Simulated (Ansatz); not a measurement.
Ideal-gas functions of CH6SSi (`[SiH3]CS`) at 500 K and 1 bar, from an Ansatz frequency run at PBE0-D4/def2-TZVP.

Molar mass 78.21 g/mol, point group C1 (symmetry number 1), electronic degeneracy 1, moments of inertia 24.557, 159.031, 172.638 u Å². Harmonic wavenumbers (cm⁻¹, unscaled): 170, 185, 191, 505, 563, 711, 769, 798, 923, 933, 943, 947, 1135, 1178, 1425, 2212, 2223, 2245, 2701, 3072, 3127.

Use S(trans) = R[1.5 ln M + 2.5 ln T − 1.1517]; rotational temperatures θ = 24.2544 K / I; S(rot) = R[ln(√π/σ · √(T³/θAθBθC)) + 1.5]; for each mode x = 1.438777 ν̃/T, S = R[x/(eˣ − 1) − ln(1 − e⁻ˣ)] and H = RT x/(eˣ − 1); 1 cm⁻¹ = 0.0119627 kJ/mol; R = 8.31446 J/(mol·K).

Task: By hand: the entropy, in J/(mol·K).

Result: Translation 174.0. Rotation: θ = 0.9877, 0.1525, 0.1405 K, giving 110.8. Vibration, mode by mode: 14.34, 13.65, 13.39, 5.90, 5.16, 3.68, 3.22, 3.02, 2.27, 2.22, 2.17, 2.15, 1.40, 1.27, 0.71, 0.11, 0.10, 0.10, 0.03, 0.01, 0.01, in all 74.9. Electronic 0.0. Sum 359.7 J/(mol·K).

Task: By hand: H − E and G − E in kJ/mol, counted from the electronic energy.

Result: Zero-point energy ½ × 26956 × 0.0119627 = 161.2; thermal vibration 21.2; translation, rotation and pV give 4 RT = 16.6. H − E = 199.0 kJ/mol, and G − E = 199.0 − 500 × 359.7/1000 = 19.2 kJ/mol.

Vibration gives 21 % of the entropy. The sum counts one conformer and one mirror image; others add a mixing term.
